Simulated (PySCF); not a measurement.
## NO⁺: one state, many levels of theory

State: ¹Σ⁺ (singlet), closed shell. Set-up: PySCF, no relativity, basis sets N pcseg-2, O pcseg-2. De refers to N + O⁺ in their high-spin ground configurations, without counterpoise correction. A positive dipole points towards O; it is taken about the centre of mass and depends on that origin.

```
      Level  Re (Å)  ωe (cm⁻¹)  De (eV)  μ (D)
        RHF   1.026       2838     5.47  -0.54
    RHF-MP2   1.082       2155    11.08    n/a
RHF-SCS-MP2   1.077       2224    11.12    n/a
   RHF-CCSD   1.060       2460    10.06    n/a
RHF-CCSD(T)   1.069       2353    10.48    n/a
        PBE   1.070       2361    12.02  -0.34
     PBEsol   1.068       2380    12.29  -0.33
     r²SCAN   1.059       2452    10.75  -0.36
       PBE0   1.054       2526    10.95  -0.38
       MN15   1.058       2524    11.09  -0.42
  BHandHLYP   1.041       2654     9.91  -0.44
  CAM-B3LYP   1.052       2535    11.14  -0.39
```

Measured (Huber and Herzberg, Constants of Diatomic Molecules (1979)): Re = 1.06322 Å, ωe = 2376.42 cm⁻¹.

The bond length runs from 1.026 Å (RHF) to 1.082 Å (RHF-MP2). De spans 5.47 eV (RHF, mean field) to 12.29 eV (PBEsol, GGA). Correlation at CCSD(T) changes the Hartree–Fock bond energy by +5.01 eV; the triples alone change it by +0.42 eV.

Correlated steps freeze 2 core orbitals. For an ion De counts to the pair picked by the measured ionisation energies or electron affinities, which need not be the lowest pair at this level. Where the molecule has an RHF reference, its open-shell atoms are computed with UHF.
